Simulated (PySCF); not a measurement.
Molecule: C₄H₉, net charge 0, doublet state. It need not be the lowest isomer of its formula. 
Structure (B3LYP-D3(BJ)/def2-TZVP (Ansatz) minimum search):
```xyz
13

C      0.0012     0.0271     0.3520
H      0.0059    -0.0830     1.4508
C     -0.0066     1.4810     0.0376
H     -0.9363     2.0328    -0.0101
H      0.9175     2.0413    -0.0171
C      1.2686    -0.6601    -0.1692
H      1.3080    -0.6155    -1.2601
H      2.1671    -0.1772     0.2197
H      1.2937    -1.7102     0.1283
C     -1.2637    -0.6717    -0.1596
H     -1.3118    -0.6275    -1.2502
H     -1.2770    -1.7220     0.1380
H     -2.1637    -0.1970     0.2361
```
Charge 0, spin multiplicity 2.

Dispersion corrections to the total energy (kcal/mol) from the dftd3 and dftd4 libraries through PySCF: D3(BJ) without and D4 with the three-body term, each with the damping fitted for the functional named.

| functional | D3(BJ) | D4 |
|---|---|---|
| HF | -41.98 | ___ |
| B2PLYP | ___ | -3.42 |
| CAM-B3LYP | -3.89 | -4.03 |
| B2GP-PLYP | -2.77 | -2.02 |
| BLYP | -11.20 | -11.09 |
| BHLYP | -6.80 | ___ |
| revPBE | -14.32 | -17.59 |

Fill in the missing entries.


- HF, D4: -19.05
- B2PLYP, D3(BJ): -4.02
- BHLYP, D4: -5.22
